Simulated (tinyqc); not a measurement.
Worked calculation (part 1 of 2): UHF in the sto-6g basis, for BH, spin multiplicity 3. This run ends on a higher stationary point, not on the lowest solution. Computed by tinyqc, a small Python program that keeps every step (integrals from PySCF). Settings: charge = 0, multiplicity = 3, basis = sto-6g, energy threshold = 1e-08, iteration cap = 62, orthogonalisation = symmetric, start = highest core orbitals, DIIS depth = 4, method = UHF. Command: `OMP_NUM_THREADS=1 python tinyqc.py 27312 27313 out.jsonl` (the two numbers bound the seeds that draw the settings). One thread of a shared host (Intel(R) Xeon(R) Processor @ 2.60GHz), about 0.1 s of CPU time with the checks. Later iterations appear only in the table of the cycle.

## One-electron integrals

Geometry (angstrom):
```
atom         x         y         z
B     0.000000  0.000000  0.000000
H     0.000000  0.000000  1.152000
```

Basis sto-6g: exponents (1/bohr^2) and contraction coefficients of normalised primitives:
```
element  l (shell)    exponent  coefficient
B            s (1)  506.011147     0.009164
B            s (1)   92.776814     0.049362
B            s (1)   25.955658     0.168538
B            s (1)    8.916445     0.370563
B            s (1)    3.462507     0.416492
B            s (1)    1.426054     0.130334
B            s (2)   23.194575    -0.013253
B            s (2)    4.590810    -0.046992
B            s (2)    1.426819    -0.033785
B            s (2)    0.548948     0.250242
B            s (2)    0.238410     0.595117
B            s (2)    0.109280     0.240706
B            p (3)   23.194575     0.003760
B            p (3)    4.590810     0.037679
B            p (3)    1.426819     0.173897
B            p (3)    0.548948     0.418036
B            p (3)    0.238410     0.425859
B            p (3)    0.109280     0.101708
H            s (1)   35.523221     0.009164
H            s (1)    6.513144     0.049361
H            s (1)    1.822143     0.168538
H            s (1)    0.625955     0.370563
H            s (1)    0.243077     0.416492
H            s (1)    0.100112     0.130334
```

Overlap, kinetic and nuclear-attraction integrals over the contracted functions; the nuclear repulsion is the sum of Za Zb / Rab.

nuclear repulsion = 2.29677609 hartree

overlap S:
```
           1B 1s     1B 2s    1B 2px    1B 2py    1B 2pz     2H 1s
1B 1s   1.000000  0.264891  0.000000  0.000000  0.000000  0.075243
1B 2s   0.264891  1.000000  0.000000  0.000000  0.000000  0.495953
1B 2px  0.000000  0.000000  1.000000  0.000000  0.000000  0.000000
1B 2py  0.000000  0.000000  0.000000  1.000000  0.000000  0.000000
1B 2pz  0.000000  0.000000  0.000000  0.000000  1.000000  0.500680
2H 1s   0.075243  0.495953  0.000000  0.000000  0.500680  1.000000
```

kinetic energy T (hartree):
```
            1B 1s      1B 2s    1B 2px    1B 2py    1B 2pz      2H 1s
1B 1s   10.947243  -0.333880  0.000000  0.000000  0.000000  -0.009925
1B 2s   -0.333880   0.374498  0.000000  0.000000  0.000000   0.098146
1B 2px   0.000000   0.000000  1.125026  0.000000  0.000000   0.000000
1B 2py   0.000000   0.000000  0.000000  1.125026  0.000000   0.000000
1B 2pz   0.000000   0.000000  0.000000  0.000000  1.125026   0.249352
2H 1s   -0.009925   0.098146  0.000000  0.000000  0.249352   0.768522
```

nuclear attraction V (hartree):
```
             1B 1s      1B 2s     1B 2px     1B 2py     1B 2pz      2H 1s
1B 1s   -23.851076  -2.865866   0.000000   0.000000  -0.020842  -0.909797
1B 2s    -2.865866  -4.190638   0.000000   0.000000  -0.168676  -1.907198
1B 2px    0.000000   0.000000  -4.147856   0.000000   0.000000   0.000000
1B 2py    0.000000   0.000000   0.000000  -4.147856   0.000000   0.000000
1B 2pz   -0.020842  -0.168676   0.000000   0.000000  -4.275718  -1.865722
2H 1s    -0.909797  -1.907198   0.000000   0.000000  -1.865722  -3.497917
```

core Hamiltonian H = T + V (hartree):
```
             1B 1s      1B 2s     1B 2px     1B 2py     1B 2pz      2H 1s
1B 1s   -12.903833  -3.199746   0.000000   0.000000  -0.020842  -0.919722
1B 2s    -3.199746  -3.816140   0.000000   0.000000  -0.168676  -1.809051
1B 2px    0.000000   0.000000  -3.022829   0.000000   0.000000   0.000000
1B 2py    0.000000   0.000000   0.000000  -3.022829   0.000000   0.000000
1B 2pz   -0.020842  -0.168676   0.000000   0.000000  -3.150691  -1.616370
2H 1s    -0.919722  -1.809051   0.000000   0.000000  -1.616370  -2.729394
```

## Two-electron integrals

Functions are numbered as in S; the eight-fold symmetry (ij|kl) = (ji|kl) = (kl|ij) leaves the list below.

Two-electron integrals (ij|kl) in chemists' order, unique and non-zero (hartree):
```
(11|11) 2.924993   (21|11) 0.480756   (21|21) 0.099484   (22|11) 0.743449
(22|21) 0.188967   (22|22) 0.544922   (31|31) 0.021096   (32|31) 0.030854
(32|32) 0.120443   (33|11) 0.743450   (33|21) 0.188967   (33|22) 0.544922
(33|33) 0.587109   (41|41) 0.021096   (42|41) 0.030854   (42|42) 0.120443
(43|43) 0.031641   (44|11) 0.743450   (44|21) 0.188967   (44|22) 0.544922
(44|33) 0.523827   (44|44) 0.587109   (51|51) 0.021096   (52|51) 0.030854
(52|52) 0.120443   (53|53) 0.031641   (54|54) 0.031641   (55|11) 0.743450
(55|21) 0.188967   (55|22) 0.544922   (55|33) 0.523827   (55|44) 0.523827
(55|55) 0.587109   (61|11) 0.142356   (61|21) 0.028486   (61|22) 0.053487
(61|33) 0.053195   (61|44) 0.053195   (61|51) 0.002230   (61|52) 0.004205
(61|55) 0.054071   (61|61) 0.008463   (62|11) 0.301955   (62|21) 0.077814
(62|22) 0.242415   (62|33) 0.235941   (62|44) 0.235941   (62|51) 0.009082
(62|52) 0.050837   (62|55) 0.255361   (62|61) 0.023534   (62|62) 0.142309
(63|31) 0.008687   (63|32) 0.038106   (63|53) 0.009832   (63|63) 0.016855
(64|41) 0.008687   (64|42) 0.038106   (64|54) 0.009832   (64|64) 0.016855
(65|11) 0.270357   (65|21) 0.070740   (65|22) 0.232253   (65|33) 0.219951
(65|44) 0.219951   (65|51) 0.015845   (65|52) 0.082850   (65|55) 0.256858
(65|61) 0.022631   (65|62) 0.160116   (65|65) 0.193228   (66|11) 0.450830
(66|21) 0.118674   (66|22) 0.413800   (66|33) 0.389107   (66|44) 0.389107
(66|51) 0.018102   (66|52) 0.129373   (66|55) 0.463185   (66|61) 0.036958
(66|62) 0.300495   (66|65) 0.369410   (66|66) 0.774999
```

## Orthogonalisation

S = U s U^T; symmetric (Loewdin) form X = U s^(-1/2) U^T, so that X^T S X = 1.

eigenvalues of S: 0.285621  0.798624  1.000000  1.000000  1.162273  1.753481

X:
```
            1B 1s      1B 2s    1B 2px    1B 2py     1B 2pz      2H 1s
1B 1s    1.029105  -0.151422  0.000000  0.000000  -0.012606   0.024628
1B 2s   -0.151422   1.184810  0.000000  0.000000   0.155276  -0.385825
1B 2px   0.000000   0.000000  1.000000  0.000000   0.000000   0.000000
1B 2py   0.000000   0.000000  0.000000  1.000000   0.000000   0.000000
1B 2pz  -0.012606   0.155276  0.000000  0.000000   1.153524  -0.382769
2H 1s    0.024628  -0.385825  0.000000  0.000000  -0.382769   1.305439
```

## Starting guess

The start is the highest orbitals of the core Hamiltonian (a deliberately bad start); D(s) = C_occ C_occ^T for each spin.

D(alpha) at the start:
```
            1B 1s      1B 2s    1B 2px    1B 2py     1B 2pz      2H 1s
1B 1s    0.026326  -0.134315  0.000000  0.000000   0.078692   0.087763
1B 2s   -0.134315   0.819200  0.000000  0.000000  -0.067048  -0.924172
1B 2px   0.000000   0.000000  1.000000  0.000000   0.000000   0.000000
1B 2py   0.000000   0.000000  0.000000  1.000000   0.000000   0.000000
1B 2pz   0.078692  -0.067048  0.000000  0.000000   1.070439  -0.927420
2H 1s    0.087763  -0.924172  0.000000  0.000000  -0.927420   1.987358
```

D(beta) at the start:
```
            1B 1s      1B 2s     1B 2px     1B 2py     1B 2pz      2H 1s
1B 1s    0.004097  -0.042430   0.000000   0.000000  -0.041507   0.090233
1B 2s   -0.042430   0.439375   0.000000   0.000000   0.429818  -0.934385
1B 2px   0.000000   0.000000   0.051093  -0.220187   0.000000   0.000000
1B 2py   0.000000   0.000000  -0.220187   0.948907   0.000000   0.000000
1B 2pz  -0.041507   0.429818   0.000000   0.000000   0.420468  -0.914060
2H 1s    0.090233  -0.934385   0.000000   0.000000  -0.914060   1.987084
```

## Iteration 1: building the Fock matrix

J_ij = sum D_kl (ij|kl) with D = D(alpha) + D(beta), K_ij = sum D_kl (ik|jl) for each spin; F = H + J - K(s); E = tr D H + tr D J / 2 - 0.5 sum_s tr D(s) K(s) + E_nn.

Coulomb J (hartree):
```
           1B 1s     1B 2s     1B 2px     1B 2py    1B 2pz     2H 1s
1B 1s   3.917855  0.997950   0.000000   0.000000  0.004579  0.284065
1B 2s   0.997950  2.996040   0.000000   0.000000  0.111267  1.496876
1B 2px  0.000000  0.000000   2.938951  -0.013934  0.000000  0.000000
1B 2py  0.000000  0.000000  -0.013934   2.995766  0.000000  0.000000
1B 2pz  0.004579  0.111267   0.000000   0.000000  3.053399  1.549054
2H 1s   0.284065  1.496876   0.000000   0.000000  1.549054  3.061513
```

exchange K(alpha) (hartree):
```
            1B 1s      1B 2s    1B 2px    1B 2py     1B 2pz     2H 1s
1B 1s    0.079145   0.091079  0.000000  0.000000  -0.019780  0.018098
1B 2s    0.091079   0.522187  0.000000  0.000000  -0.277387  0.160768
1B 2px   0.000000   0.000000  0.689906  0.000000   0.000000  0.000000
1B 2py   0.000000   0.000000  0.000000  0.689906   0.000000  0.000000
1B 2pz  -0.019780  -0.277387  0.000000  0.000000   0.539909  0.178775
2H 1s    0.018098   0.160768  0.000000  0.000000   0.178775  0.639194
```

exchange K(beta) (hartree):
```
            1B 1s     1B 2s     1B 2px     1B 2py     1B 2pz     2H 1s
1B 1s    0.030060  0.034809   0.000000   0.000000  -0.001620  0.003868
1B 2s    0.034809  0.145752   0.000000   0.000000   0.028568  0.118274
1B 2px   0.000000  0.000000   0.069588  -0.122307   0.000000  0.000000
1B 2py   0.000000  0.000000  -0.122307   0.568295   0.000000  0.000000
1B 2pz  -0.001620  0.028568   0.000000   0.000000   0.091314  0.149309
2H 1s    0.003868  0.118274   0.000000   0.000000   0.149309  0.604205
```

F(alpha) (hartree):
```
            1B 1s      1B 2s     1B 2px     1B 2py     1B 2pz      2H 1s
1B 1s   -9.065122  -2.292875   0.000000   0.000000   0.003517  -0.653755
1B 2s   -2.292875  -1.342287   0.000000   0.000000   0.219978  -0.472943
1B 2px   0.000000   0.000000  -0.773784  -0.013934   0.000000   0.000000
1B 2py   0.000000   0.000000  -0.013934  -0.716969   0.000000   0.000000
1B 2pz   0.003517   0.219978   0.000000   0.000000  -0.637201  -0.246091
2H 1s   -0.653755  -0.472943   0.000000   0.000000  -0.246091  -0.307076
```

F(beta) (hartree):
```
            1B 1s      1B 2s     1B 2px     1B 2py     1B 2pz      2H 1s
1B 1s   -9.016037  -2.236606   0.000000   0.000000  -0.014643  -0.639525
1B 2s   -2.236606  -0.965852   0.000000   0.000000  -0.085977  -0.430449
1B 2px   0.000000   0.000000  -0.153467   0.108373   0.000000   0.000000
1B 2py   0.000000   0.000000   0.108373  -0.595359   0.000000   0.000000
1B 2pz  -0.014643  -0.085977   0.000000   0.000000  -0.188606  -0.216625
2H 1s   -0.639525  -0.430449   0.000000   0.000000  -0.216625  -0.272087
```

total energy of this density = -7.33828094 hartree

## Iteration 1: diagonalisation and new density

Diagonalise F' = X^T F X, C = X C', fill 4 alpha and 2 beta electrons from the bottom; D(s) = C_occ C_occ^T. Each column has its largest component positive (the first on a tie).

F' = X^T F X (alpha) (hartree):
```
           1          2          3          4          5          6
1  -8.945666  -0.980118   0.000000   0.000000  -0.023799  -0.164063
2  -0.980118  -0.864217   0.000000   0.000000   0.295652  -0.226330
3   0.000000   0.000000  -0.773784  -0.013934   0.000000   0.000000
4   0.000000   0.000000  -0.013934  -0.716969   0.000000   0.000000
5  -0.023799   0.295652   0.000000   0.000000  -0.571764  -0.168189
6  -0.164063  -0.226330   0.000000   0.000000  -0.168189  -0.033186
```

orbital energies (alpha) (hartree): MO1 -9.066832, MO2 -0.973303, MO3 -0.777017, MO4 -0.713736, MO5 -0.491435, MO6 0.116737

coefficients C (alpha):
```
              MO1        MO2       MO3        MO4        MO5        MO6
1B 1s    1.004012  -0.216212  0.000000   0.000000  -0.135993   0.097310
1B 2s   -0.017300   0.858136  0.000000   0.000000   0.494648  -0.786321
1B 2px   0.000000   0.000000  0.974119  -0.226038   0.000000   0.000000
1B 2py   0.000000   0.000000  0.226038   0.974119   0.000000   0.000000
1B 2pz  -0.003137  -0.560897  0.000000   0.000000   0.743156  -0.796557
2H 1s    0.006222   0.002104  0.000000   0.000000   0.160189   1.405151
```

F' = X^T F X (beta) (hartree):
```
           1          2          3          4          5          6
1  -8.902807  -0.979510   0.000000   0.000000  -0.000567  -0.162591
2  -0.979510  -0.491267   0.000000   0.000000  -0.009754  -0.202561
3   0.000000   0.000000  -0.153467   0.108373   0.000000   0.000000
4   0.000000   0.000000   0.108373  -0.595359   0.000000   0.000000
5  -0.000567  -0.009754   0.000000   0.000000  -0.100874  -0.188862
6  -0.162591  -0.202561   0.000000   0.000000  -0.188862  -0.014200
```

orbital energies (beta) (hartree): MO1 -9.019154, MO2 -0.620506, MO3 -0.474357, MO4 -0.190501, MO5 -0.128320, MO6 0.174865

coefficients C (beta):
```
              MO1        MO2        MO3        MO4       MO5        MO6
1B 1s    1.005260   0.000000  -0.233391   0.107320  0.000000   0.078832
1B 2s   -0.022474   0.000000   0.900673  -0.548713  0.000000  -0.697762
1B 2px   0.000000  -0.226038   0.000000   0.000000  0.974119   0.000000
1B 2py   0.000000   0.974119   0.000000   0.000000  0.226038   0.000000
1B 2pz  -0.001868   0.000000   0.248311   0.706561  0.000000  -0.969798
2H 1s    0.006811   0.000000   0.146785   0.387177  0.000000   1.352277
```

D(alpha) after iteration 1:
```
            1B 1s      1B 2s    1B 2px    1B 2py     1B 2pz      2H 1s
1B 1s    1.054788  -0.202909  0.000000  0.000000   0.118123   0.005793
1B 2s   -0.202909   0.736697  0.000000  0.000000  -0.481272   0.001698
1B 2px   0.000000   0.000000  1.000000  0.000000   0.000000   0.000000
1B 2py   0.000000   0.000000  0.000000  1.000000   0.000000   0.000000
1B 2pz   0.118123  -0.481272  0.000000  0.000000   0.314615  -0.001199
2H 1s    0.005793   0.001698  0.000000  0.000000  -0.001199   0.000043
```

D(beta) after iteration 1:
```
            1B 1s      1B 2s     1B 2px     1B 2py     1B 2pz      2H 1s
1B 1s    1.010548  -0.022592   0.000000   0.000000  -0.001878   0.006847
1B 2s   -0.022592   0.000505   0.000000   0.000000   0.000042  -0.000153
1B 2px   0.000000   0.000000   0.051093  -0.220187   0.000000   0.000000
1B 2py   0.000000   0.000000  -0.220187   0.948907   0.000000   0.000000
1B 2pz  -0.001878   0.000042   0.000000   0.000000   0.000003  -0.000013
2H 1s    0.006847  -0.000153   0.000000   0.000000  -0.000013   0.000046
```

## Iteration 2: building the Fock matrix

As before.

Coulomb J (hartree):
```
            1B 1s      1B 2s     1B 2px     1B 2py     1B 2pz     2H 1s
1B 1s    8.840514   1.714514   0.000000   0.000000  -0.024744  0.493900
1B 2s    1.714514   3.659749   0.000000   0.000000  -0.108674  1.509275
1B 2px   0.000000   0.000000   3.656344  -0.013934   0.000000  0.000000
1B 2py   0.000000   0.000000  -0.013934   3.713159   0.000000  0.000000
1B 2pz  -0.024744  -0.108674   0.000000   0.000000   3.609738  1.362931
2H 1s    0.493900   1.509275   0.000000   0.000000   1.362931  2.376423
```

exchange K(alpha) (hartree):
```
            1B 1s      1B 2s    1B 2px    1B 2py     1B 2pz      2H 1s
1B 1s    3.014009   0.548806  0.000000  0.000000  -0.013860   0.159428
1B 2s    0.548806   0.710079  0.000000  0.000000  -0.293711   0.158312
1B 2px   0.000000   0.000000  0.727372  0.000000   0.000000   0.000000
1B 2py   0.000000   0.000000  0.000000  0.727372   0.000000   0.000000
1B 2pz  -0.013860  -0.293711  0.000000  0.000000   0.346312  -0.016974
2H 1s    0.159428   0.158312  0.000000  0.000000  -0.016974   0.050541
```

exchange K(beta) (hartree):
```
           1B 1s     1B 2s     1B 2px     1B 2py    1B 2pz     2H 1s
1B 1s   2.957211  0.499976   0.000000   0.000000  0.000429  0.147734
1B 2s   0.499976  0.213711   0.000000   0.000000  0.000122  0.064819
1B 2px  0.000000  0.000000   0.080114  -0.122307  0.000000  0.000000
1B 2py  0.000000  0.000000  -0.122307   0.578821  0.000000  0.000000
1B 2pz  0.000429  0.000122   0.000000   0.000000  0.051822  0.011938
2H 1s   0.147734  0.064819   0.000000   0.000000  0.011938  0.024786
```

F(alpha) (hartree):
```
            1B 1s      1B 2s     1B 2px     1B 2py     1B 2pz      2H 1s
1B 1s   -7.077328  -2.034038   0.000000   0.000000  -0.031726  -0.585250
1B 2s   -2.034038  -0.866471   0.000000   0.000000   0.016361  -0.458089
1B 2px   0.000000   0.000000  -0.093857  -0.013934   0.000000   0.000000
1B 2py   0.000000   0.000000  -0.013934  -0.037042   0.000000   0.000000
1B 2pz  -0.031726   0.016361   0.000000   0.000000   0.112735  -0.236465
2H 1s   -0.585250  -0.458089   0.000000   0.000000  -0.236465  -0.403512
```

F(beta) (hartree):
```
            1B 1s      1B 2s    1B 2px    1B 2py     1B 2pz      2H 1s
1B 1s   -7.020530  -1.985208  0.000000  0.000000  -0.046014  -0.573557
1B 2s   -1.985208  -0.370102  0.000000  0.000000  -0.277472  -0.364596
1B 2px   0.000000   0.000000  0.553401  0.108373   0.000000   0.000000
1B 2py   0.000000   0.000000  0.108373  0.111509   0.000000   0.000000
1B 2pz  -0.046014  -0.277472  0.000000  0.000000   0.407225  -0.265377
2H 1s   -0.573557  -0.364596  0.000000  0.000000  -0.265377  -0.377757
```

total energy of this density = -23.84276196 hartree

## Iteration 2: DIIS over 2 matrices

error matrix X^T (FDS - SDF) X (alpha):
```
           1          2         3         4         5          6
1   0.000000   0.114829  0.000000  0.000000  0.135903  -0.027112
2  -0.114829   0.000000  0.000000  0.000000  0.211290   0.005635
3   0.000000   0.000000  0.000000  0.000000  0.000000   0.000000
4   0.000000   0.000000  0.000000  0.000000  0.000000   0.000000
5  -0.135903  -0.211290  0.000000  0.000000  0.000000  -0.029122
6   0.027112  -0.005635  0.000000  0.000000  0.029122   0.000000
```

B (overlaps of the stored error matrices):
```
               1              2
1  1.2561840e-01  6.3638391e-02
2  6.3638391e-02  3.1653116e-01
```

Minimise |sum c_i e_i|^2 with sum c_i = 1: solve [B -1; -1 0][c; lambda] = [0; -1] with B_ij = tr e_i^T e_j summed over both spins, and take F = sum c_i F_i.

DIIS coefficients: 0.803159  0.196841

extrapolated F(alpha) (hartree):
```
            1B 1s      1B 2s     1B 2px     1B 2py     1B 2pz      2H 1s
1B 1s   -8.673842  -2.241925   0.000000   0.000000  -0.003420  -0.640271
1B 2s   -2.241925  -1.248627   0.000000   0.000000   0.179898  -0.470019
1B 2px   0.000000   0.000000  -0.639946  -0.013934   0.000000   0.000000
1B 2py   0.000000   0.000000  -0.013934  -0.583131   0.000000   0.000000
1B 2pz  -0.003420   0.179898   0.000000   0.000000  -0.489583  -0.244196
2H 1s   -0.640271  -0.470019   0.000000   0.000000  -0.244196  -0.326059
```

extrapolated F(beta) (hartree):
```
            1B 1s      1B 2s     1B 2px     1B 2py     1B 2pz      2H 1s
1B 1s   -8.623239  -2.187120   0.000000   0.000000  -0.020818  -0.626540
1B 2s   -2.187120  -0.848584   0.000000   0.000000  -0.123671  -0.417487
1B 2px   0.000000   0.000000  -0.014326   0.108373   0.000000   0.000000
1B 2py   0.000000   0.000000   0.108373  -0.456218   0.000000   0.000000
1B 2pz  -0.020818  -0.123671   0.000000   0.000000  -0.071322  -0.226221
2H 1s   -0.626540  -0.417487   0.000000   0.000000  -0.226221  -0.292887
```
